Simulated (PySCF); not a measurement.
# [C2H3Si]-: core ionisation energies

Compound: C2H3Si (charge -1).
Atom-mapped SMILES: `[CH:1]#[C:2][SiH2-:3]`

Geometry (GFN2-xTB, Å), atoms numbered from 1 in this order:
```xyz
6
C2H3Si angstrom
C      1.6436   -0.0810   -0.3100
C      0.4860   -0.0058    0.0312
Si    -1.1055    0.3137    0.9057
H      2.6338   -0.1844   -0.6754
H     -1.9201    1.0034   -0.1428
H     -1.7347   -1.0438    0.9426
```

Theory: delta-SCF UKS SCAN, pcX-2 on the ionised atom, pcseg-1 elsewhere, spin-free X2C in PySCF 2.14.0. Binding energies are ΔSCF values: E(core-ionised, relaxed orbitals) − E(ground state) at a fixed geometry, referred to the vacuum level.

List the computed XPS lines with their assignment.

| atom(s) | bonded to | level | binding energy (eV) | 2p1/2 (eV) | above the level's lowest (eV) | count |
| --- | --- | --- | --- | --- | --- | --- |
| Si3 | C and 2 H | Si 2p3/2 | 99.70 | 100.33 | 0.00 | 1 |
| C1 | C (triple bond) and H | C 1s | 284.23 | – | 0.00 | 1 |
| C2 | C (triple bond) and Si | C 1s | 284.57 | – | +0.34 | 1 |
| Si3 | C and 2 H | Si 1s | 1839.47 | – | 0.00 | 1 |

Lowest listed C 1s: C1, bonded to C (triple bond) and H. Highest, 0.34 eV above it: C2, bonded to C (triple bond) and Si. Summing the Pauling electronegativity differences to the bonded atoms, each weighted by its formal bond order, gives -0.35 for the lowest site and -0.65 for the highest; the largest sum, -0.35, belongs to C1, 0.34 eV below the top. The smallest sum, -0.65, belongs to C2, 0.34 eV above the lowest.

Which photon wavelength matches the C 1s of C1 threshold?

λ = hc/E = 12398.42 eV Å / 284.23 eV = 43.621 Å.

Which effective nuclear charge Zeff reproduces each element's mean 1s value in the hydrogen-like formula E = 13.606 eV × Zeff²?

C (Z = 6): mean 284.4 eV, Zeff = 4.57, Z − Zeff = 1.43; Si (Z = 14): mean 1839.5 eV, Zeff = 11.63, Z − Zeff = 2.37. Means run over the listed sites, weighted by atom count.

The 2p values add to the ΔSCF energy of one spin-free hole a correction within the shell (spin–orbit coupling, ligand field). 2p1/2 minus 2p3/2 (ligand field included): Si 0.63 eV. The species carries charge -1, so core ionisation leaves a neutral species. The basis sets have no added diffuse functions. Isolated species at its GFN2-xTB geometry, gas phase.
